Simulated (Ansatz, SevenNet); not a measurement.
**Volume per atom of 1T (CdI2-type) TiTe2: levels of theory against measurement**

Reference value: 26.76 Å³/atom (measured, temperature not stated, not corrected to a static lattice, from a published cell, temperature and pressure not stated; as tabulated in Journal of Solid State Chemistry 39, 230 (1981)).

```json
[
 {"level (code)": "SevenNet-0 (SevenNet)", "value (Å³/atom)": "29.30", "difference (%)": "+9.5"},
 {"level (code)": "LDA (Ansatz)", "value (Å³/atom)": "24.59", "difference (%)": "-8.1"},
 {"level (code)": "PBE (Ansatz)", "value (Å³/atom)": "28.49", "difference (%)": "+6.5"},
 {"level (code)": "PBE-D3(BJ) (Ansatz)", "value (Å³/atom)": "25.19", "difference (%)": "-5.9"},
 {"level (code)": "r²SCAN (Ansatz)", "value (Å³/atom)": "28.80", "difference (%)": "+7.6"},
 {"level (code)": "r²SCAN-D4 (Ansatz)", "value (Å³/atom)": "27.61", "difference (%)": "+3.2"},
 {"level (code)": "HSE06 (Ansatz)", "value (Å³/atom)": "29.23", "difference (%)": "+9.2"}
]
```

The reference's temperature isn't stated, so close values are not ranked against it. Off by more than 3.8 % (a bound picked here): SevenNet-0 (+9.5 %), LDA (-8.1 %), PBE (+6.5 %), PBE-D3(BJ) (-5.9 %), r²SCAN (+7.6 %), HSE06 (+9.2 %).

The measured value isn't corrected to a static lattice, so vibrations enter the comparison. A static lattice is as a rule a little smaller than the measured one.  LDA, PBE, r²SCAN, HSE06: the cell comes from a level without a dispersion term, which matters for the spacing of layers, chains or molecules. HSE06: hybrids on metals are sensitive to the k mesh and can open a false gap. Cutoffs and k meshes differ between the levels. Ansatz's density-functional and Hartree–Fock values are scalar-relativistic unless marked +SOC, with PAW data made under PBE.

Machine-learned potentials (SevenNet-0) are trained on DFT data, which may include these solids.

Differences are worked out from the printed values.

Ansatz is a program for electronic structure.
